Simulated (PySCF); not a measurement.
A PySCF script (with the pyscf-properties extension) for the NMR shieldings of BH7NP, on a GFN2-xTB geometry:

```python
import basis_set_exchange as bse
import numpy as np
from pyscf import gto, dft
from pyscf.prop import nmr

atoms = """
N    -1.251002    0.000258    0.335575
B    -1.353537    0.827754   -0.763740
P     1.635621   -0.773248    0.759024
H    -1.367011   -0.999506    0.296423
H    -1.134820    0.335085    1.278389
H    -1.530896    0.351524   -1.819633
H    -1.248828    1.985519   -0.615531
H     1.785853    0.532147    0.317411
H     1.468431   -1.251351   -0.531966
H     3.005071   -1.003527    0.721521
"""
names = dict.fromkeys(["N", "B", "P", "H"], "pcSseg-1")
basis = {el: gto.basis.parse(bse.get_basis(n, elements=[el], fmt="nwchem")) for el, n in names.items()}
mol = gto.M(atom=atoms, basis=basis, charge=0, verbose=0)
mf = dft.RKS(mol, xc="PBE0")
mf.grids.level = 2
mf.grids.alignment = dft.numint.BLKSIZE   # the property module wants whole blocks of grid points
mf.conv_tol = 1e-9
mf.kernel()

calc = nmr.RKS(mf)   # GIAO
C = mf.mo_coeff
Co = C[:, mf.mo_occ > 0]
resp = mf.gen_response(singlet=True, hermi=2)
def vind(x):   # induced exchange potential for any number of trial vectors
    d = np.einsum("pi,xij,qj->xpq", C, 2 * x.reshape(-1, C.shape[1], Co.shape[1]), Co, optimize=True)
    return np.einsum("xpq,pi,qj->xij", resp(d - d.transpose(0, 2, 1)), C, Co, optimize=True).ravel()
mo1, _ = nmr.rhf.solve_mo1(calc, with_cphf=vind)
sigma = calc.kernel(mo1)
for i, s in enumerate(sigma):   # ppm
    w = np.linalg.eigvalsh((s + s.T) / 2)
    print("%2d %-2s iso %8.1f  s11 %8.1f  s22 %8.1f  s33 %8.1f" % (i, mol.atom_pure_symbol(i), w.mean(), *w))
```

Q: What does it print?

A: 
```
 0 N  iso    130.0  s11     11.2  s22    155.4  s33    223.4
 1 B  iso     62.9  s11     26.2  s22     35.0  s33    127.6
 2 P  iso    597.7  s11    550.8  s22    603.9  s33    638.5
 3 H  iso     27.2  s11     23.9  s22     26.2  s33     31.4
 4 H  iso     27.1  s11     23.7  s22     26.1  s33     31.4
 5 H  iso     27.0  s11     24.7  s22     27.2  s33     29.1
 6 H  iso     27.0  s11     24.6  s22     27.2  s33     29.0
 7 H  iso     30.3  s11     25.4  s22     28.5  s33     37.2
 8 H  iso     30.3  s11     25.5  s22     28.3  s33     37.1
 9 H  iso     30.2  s11     25.2  s22     25.9  s33     39.3
```

These numbers come from an equivalent density-fitted implementation of the same equations, which agrees with the script to about 0.01 ppm for H and up to a few tenths of a ppm for heavy atoms, so last digits may differ.

Size and cost of the density-fitted run: 93 basis functions, 6.2 s wall time on 1 thread of an Arm Neoverse V2, shared host; peak memory 0.42 GiB.
